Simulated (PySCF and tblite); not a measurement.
E-2,4-pentadienenitrile, C5H5N, numbered as in [CH2:1]=[CH:2]/[CH:3]=[CH:4]/[C:5]#[N:6].

Conformers came from 90 starts (ETKDG and KDG, MMFF94s, GFN2-xTB); geometries are PBE0-D3(BJ)/def2-SVP. Energies: B3LYP-D3(BJ)/def2-TZVP, with GFN2-xTB thermal terms (modes under about 100 cm⁻¹ blended into free rotors). Symmetry numbers and mirror images are counted. Conformers within 3 kcal/mol (GFN2-xTB free energy) were kept, 8 at most. GIAO shieldings: WP04/pcSseg-2. Shifts are against TMS (¹H), TMS (¹³C), NH3 (¹⁵N) at the same level. Programs: PySCF with density fitting and tblite.

Torsions listed: C1–C2–C3–C4. Of a mirror pair one member is shown.

```tsv
conformer	shape	weight %	dipole D
1	180°	99.1	4.77
2	25°	0.9	4.71
```

Problem. How does the computed dipole moment compare with the measured one in the gas phase?

Solution. Computed: 4.77 D in the leading conformer, 4.77 D as root mean square over the ensemble. Measured: 3.96 D (NIST CCCBDB Release 22 (SRD 101), experimental dipoles), which may belong to one conformer.


¹⁵N shifts are against a computed isolated NH3 molecule, about 20 ppm from the liquid.